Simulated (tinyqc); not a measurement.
Inside a calculation. Method: Pariser-Parr-Pople SCF with singles CI, for the molecule N=CC=O (SMILES; centres numbered as the heavy atoms are written). Computed by tinyqc, a small Python program that keeps every step. Settings: charge = 0, gamma = MN, start = core, damping = 0, iteration cap = 55, excitations kept = 9. Command: `OMP_NUM_THREADS=1 python tinyqc.py 20058 20059 out.jsonl` (the two numbers bound the seeds that draw the settings). One thread of a shared host (Intel(R) Xeon(R) Processor @ 2.60GHz), about 0.01 s of CPU time with the checks. Later iterations appear only in the table of the cycle.

## PPP integrals

Centres (angstrom, eV; a flat drawing with bonds scaled to 1.40 angstrom):
```
centre        x        y  core charge z        W  gamma_rr
1N       1.8480  -0.1270              1  14.1000   12.3000
2C       0.5590   0.4210              1  11.1600   11.1300
3C      -0.5590  -0.4210              1  11.1600   11.1300
4O      -1.8480   0.1270              1  17.7000   15.2000
```

Resonance integrals (eV):
```
i  j     beta
1  2  -2.5100
2  3  -2.3900
3  4  -2.5100
```

Mataga-Nishimoto: gamma = 14.399645/(R + a), a = 2 x 14.399645/(gamma_rr + gamma_ss); H_rr = -W_r - sum_(s != r) z_s gamma_rs; H_rs = beta for bonds.

repulsion gamma_rs (eV), order 1N, 2C, 3C, 4O:
```
[[12.3000, 5.4755, 3.9407, 3.0303],
 [5.4755, 11.1300, 5.3463, 4.0924],
 [3.9407, 5.3463, 11.1300, 5.7727],
 [3.0303, 4.0924, 5.7727, 15.2000]]
```

core matrix H (eV), order 1N, 2C, 3C, 4O:
```
[[-26.5465, -2.5100, 0.0000, 0.0000],
 [-2.5100, -26.0742, -2.3900, 0.0000],
 [0.0000, -2.3900, -26.2198, -2.5100],
 [0.0000, 0.0000, -2.5100, -30.5953]]
```

## Starting guess

pi electrons, sum of z_r less the charge = 4

Orbitals of the core matrix H.

P at the start, order 1N, 2C, 3C, 4O:
```
[[0.7915, 0.8642, 0.3598, -0.2832],
 [0.8642, 0.9715, 0.4929, -0.0970],
 [0.3598, 0.4929, 0.5218, 0.6316],
 [-0.2832, -0.0970, 0.6316, 1.7152]]
```

## Iteration 1: Fock matrix

F_rr = H_rr + P_rr gamma_rr / 2 + sum_(s != r) P_ss gamma_rs; F_rs = H_rs - P_rs gamma_rs / 2; E = tr P (H + F) / 2 + core repulsion sum_(r<s) z_r z_s gamma_rs.

F (eV), order 1N, 2C, 3C, 4O:
```
[[-9.1055, -4.8760, -0.7090, 0.4291],
 [-4.8760, -6.5250, -3.7075, 0.1984],
 [-0.7090, -3.7075, -5.1016, -4.3330],
 [0.4291, 0.1984, -4.3330, -8.1735]]
```

pi energy = -57.8126 eV

## Iteration 1: orbitals and new P

Diagonalise F (the basis is taken as orthonormal) and form P = 2 sum c c over the lowest orbitals.

orbital energies (eV): [-14.0790, -10.8685, -4.0023, 0.0443]

P after iteration 1, order 1N, 2C, 3C, 4O:
```
[[1.1769, 0.8998, 0.1527, -0.3685],
 [0.8998, 0.7823, 0.3741, 0.0554],
 [0.1527, 0.3741, 0.7213, 0.8712],
 [-0.3685, 0.0554, 0.8712, 1.3195]]
```

## Iteration 2: Fock matrix

As before.

F (eV), order 1N, 2C, 3C, 4O:
```
[[-8.1843, -4.9733, -0.3009, 0.5584],
 [-4.9733, -6.0204, -3.3901, -0.1134],
 [-0.3009, -3.3901, -5.7683, -5.0246],
 [0.5584, -0.1134, -5.0246, -9.6354]]
```

pi energy = -59.1301 eV

## Iteration 2: orbitals and new P

As before.

orbital energies (eV): [-14.1167, -11.8837, -3.5518, -0.0563]

P after iteration 2, order 1N, 2C, 3C, 4O:
```
[[1.1427, 0.9201, 0.1454, -0.3345],
 [0.9201, 0.8176, 0.3442, 0.0404],
 [0.1454, 0.3442, 0.6911, 0.8746],
 [-0.3345, 0.0404, 0.8746, 1.3486]]
```

## Iteration 3: Fock matrix

As before.

F (eV), order 1N, 2C, 3C, 4O:
```
[[-8.2320, -5.0291, -0.2864, 0.5068],
 [-5.0291, -6.0536, -3.3101, -0.0827],
 [-0.2864, -3.3101, -5.7146, -5.0345],
 [0.5068, -0.0827, -5.0345, -9.5480]]
```

pi energy = -59.1621 eV

## Iteration 3: orbitals and new P

As before.

orbital energies (eV): [-14.0687, -11.9078, -3.5189, -0.0526]

P after iteration 3, order 1N, 2C, 3C, 4O:
```
[[1.1468, 0.9248, 0.1386, -0.3224],
 [0.9248, 0.8173, 0.3313, 0.0395],
 [0.1386, 0.3313, 0.6908, 0.8806],
 [-0.3224, 0.0395, 0.8806, 1.3451]]
```

## Convergence

Stop when output and input P, before any damping, agree to 1e-7.

Course of the cycle:
```
iteration      E (eV)  largest |P(out) - P(in)|
1          -57.812624                  3.96e-01
2          -59.130071                  3.53e-02
3          -59.162053                  1.29e-02
4          -59.165282                  4.89e-03
5          -59.165741                  1.87e-03
6          -59.165808                  7.15e-04
7          -59.165817                  2.73e-04
8          -59.165819                  1.04e-04
9          -59.165819                  3.97e-05
10         -59.165819                  1.51e-05
11         -59.165819                  5.78e-06
12         -59.165819                  2.20e-06
13         -59.165819                  8.41e-07
14         -59.165819                  3.21e-07
15         -59.165819                  1.22e-07
16         -59.165819                  4.67e-08
```

Converged in 16 iterations.

## Converged orbitals

Charges are z - P_rr.

orbital energies (eV): [-14.0725, -11.9218, -3.5014, -0.0618]

coefficients, order 1N, 2C, 3C, 4O:
```
[[0.3800, 0.6552, 0.5499, -0.3518],
 [0.4666, 0.4374, -0.4405, 0.6300],
 [0.5468, -0.2137, -0.5202, -0.6203],
 [0.5821, -0.5777, 0.4827, 0.3074]]
```

pi charges: [-0.1475, 0.1819, 0.3107, -0.3451]

## Singles CI, singlets

Over the 4 single excitations with the smallest orbital gaps: A = (e_a - e_i) delta + 2 (ia|jb) - (ij|ab), with (pq|rs) = sum c_mp c_mq gamma_mn c_nr c_ns. f = 2/3 w |mu|^2 in atomic units, mu = sqrt2 sum c_ia sum_m c_mi c_ma R_m.

singlet CI matrix (eV), order 2>3, 1>3, 2>4, 1>4:
```
[[6.1005, -0.1636, -0.2085, -0.4309],
 [-0.1636, 7.5024, -0.7426, 0.1358],
 [-0.2085, -0.7426, 8.2366, 0.0458],
 [-0.4309, 0.1358, 0.0458, 10.2232]]
```

singlet excitation energies (eV): [6.0000, 7.0852, 8.7010, 10.2765]

oscillator strengths: [0.9606, 0.1094, 0.0033, 0.3949]

## Singles CI, triplets

Over the 4 single excitations with the smallest orbital gaps: A = (e_a - e_i) delta - (ij|ab), with (pq|rs) = sum c_mp c_mq gamma_mn c_nr c_ns.

triplet CI matrix (eV), order 2>3, 1>3, 2>4, 1>4:
```
[[1.8429, 0.1598, 0.3828, 1.9759],
 [0.1598, 3.9934, 1.9759, -0.7600],
 [0.3828, 1.9759, 5.8295, -0.1367],
 [1.9759, -0.7600, -0.1367, 7.4341]]
```

triplet excitation energies (eV): [1.1568, 2.6813, 7.0152, 8.2465]
